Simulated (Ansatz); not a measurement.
# BPH6: small, medium and large basis sets

The task here is to estimate one member of a computed series from the others.

The runs use Ansatz 0.2.0, Gaussian basis; one geometry, several basis sets.

Levels to be run: PBE0-D4/def2-SVP; ωB97M-V/def2-SVP; PBE0-D4/def2-QZVPP; ωB97M-V/def2-QZVPP; the functionals' def2-TZVPP values are taken from earlier runs.

1 further run of the same task is left out (it didn't finish).

**The relaxed structure**

The geometry comes from an earlier relaxation with PBE0-D4 in a triple-zeta def2 set; it is a stationary point, not always the lowest conformer.

SMILES `[BH3-][PH3+]`, 8 atoms, charge 0, spin multiplicity 1.

Atoms are counted from 1 here; the program's logs count them from 0.

Bond lengths: B1–P2 1.910 Å, B1–H3 1.209 Å, B1–H4 1.209 Å, B1–H5 1.209 Å, P2–H6 1.408 Å, P2–H7 1.408 Å, P2–H8 1.408 Å. Angles: P2–B1–H3 103.8°, P2–B1–H4 103.8°, P2–B1–H5 103.8°, H3–B1–H4 114.5°, H3–B1–H5 114.5°, H4–B1–H5 114.5°, B1–P2–H6 118.0°, B1–P2–H7 118.1°, B1–P2–H8 118.1°, H6–P2–H7 99.7°, H6–P2–H8 99.7°, H7–P2–H8 99.7°.

Set-up of the first run:

The input, in.yaml:

```yaml
crystal:
  periodic: [false, false, false]
  atoms:
    - {symbol: B, position_ang: [-0.556056, 0.227213, -0.913977]}
    - {symbol: P, position_ang: [0.433879, -0.181640, 0.667688]}
    - {symbol: H, position_ang: [-1.693355, 0.343128, -0.520128]}
    - {symbol: H, position_ang: [-0.367810, -0.730229, -1.627993]}
    - {symbol: H, position_ang: [-0.055516, 1.254186, -1.309923]}
    - {symbol: H, position_ang: [0.418786, 0.755734, 1.718836]}
    - {symbol: H, position_ang: [1.823067, -0.380282, 0.547066]}
    - {symbol: H, position_ang: [0.089205, -1.345209, 1.382632]}
basis:
  gaussian: {orbitals: def2-SVP}
hamiltonian: {xc: pbe0, dispersion: d4}
output: {orbitals: {seedname: orbitals}}
```

Steps of the session up to this table: PBE0-D4 in def2-SVP; ωB97M-V in def2-SVP; PBE0-D4 in def2-QZVPP; ωB97M-V in def2-QZVPP.

One of the session's tables, all rows but one given; the rest of the session is left out.

It belongs to the step «Functionals by basis». 

| functional | basis | HOMO (eV) | LUMO (eV) |
| --- | --- | --- | --- |
| PBE0-D4 | def2-SVP | -8.48 | 0.79 |
| PBE0-D4 | def2-TZVPP | -8.62 | 0.41 |
| PBE0-D4 | def2-QZVPP | -8.63 | 0.06 |
| ωB97M-V | def2-SVP | -10.73 | 2.66 |
| ωB97M-V | def2-TZVPP | -10.93 | 1.87 |
| ωB97M-V | def2-QZVPP | ? | ? |

Estimate the missing values for ωB97M-V, def2-QZVPP.

The run gave: HOMO (eV): -10.93; LUMO (eV): 1.28.
